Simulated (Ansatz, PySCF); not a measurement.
System: NO, net charge 1, singlet state. 
Coordinates optimised at B3LYP-D3(BJ)/def2-TZVP (Ansatz, a quantum-chemistry and plane-wave program):
```xyz
2

N      0.0000     0.0000    -0.5634
O      0.0000     0.0000     0.4930
```
Charge +1, spin multiplicity 1.

Total electronic energies in hartree. Valence correlation only, unless marked. No spin-orbit coupling. No relativistic terms. CBS(X,Y): correlation extrapolated as X^-3; Hartree-Fock from the larger set (for Q and 5 zeta extrapolated as (X+1)exp(-9√X)). The bracket is a focal-point correction in the basis named.

```json
[
 {"level": "HF/aug-cc-pVDZ", "program": "Ansatz", "energy (Eh)": "-128.93506"},
 {"level": "HF/cc-pVDZ", "program": "Ansatz", "energy (Eh)": "-128.92833"},
 {"level": "HF/aug-cc-pVQZ", "program": "Ansatz", "energy (Eh)": "-128.97722"},
 {"level": "HF/CBS(cc-pVQZ,cc-pV5Z)", "program": "Ansatz", "energy (Eh)": "-128.9795"},
 {"level": "BLYP/def2-TZVPD", "program": "PySCF", "energy (Eh)": "-129.59153"},
 {"level": "revPBE-D3(BJ)/def2-TZVPD", "program": "Ansatz + dftd3", "energy (Eh)": "-129.57262"},
 {"level": "revPBE-D4/def2-TZVPD", "program": "Ansatz + dftd4", "energy (Eh)": "-129.57256"},
 {"level": "r2SCAN-D3(BJ)/def2-TZVPD", "program": "Ansatz + dftd3", "energy (Eh)": "-129.53141"},
 {"level": "BHLYP-D4/def2-TZVPD", "program": "Ansatz + dftd4", "energy (Eh)": "-129.52701"},
 {"level": "LC-wPBE-D3(BJ)/def2-TZVPD", "program": "Ansatz + dftd3", "energy (Eh)": "-129.51407"},
 {"level": "MP2/def2-TZVPPD", "program": "Ansatz", "energy (Eh)": "-129.37491"},
 {"level": "MP2/CBS(def2-TZVPPD,def2-QZVPPD)", "program": "Ansatz", "energy (Eh)": "-129.4268"},
 {"level": "CCSD/def2-QZVPPD", "program": "Ansatz", "energy (Eh)": "-129.39763"},
 {"level": "RI-MP2/CBS(def2-TZVPPD,def2-QZVPPD)+[CCSD(T)-MP2]/def2-SVPD", "program": "Ansatz", "energy (Eh)": "-129.4390"},
 {"level": "CCSD(T)/CBS(cc-pVQZ,cc-pV5Z)", "program": "Ansatz", "energy (Eh)": "-129.4387"}
]
```

Totals of different functionals don't rank their quality; only differences between species are comparable.
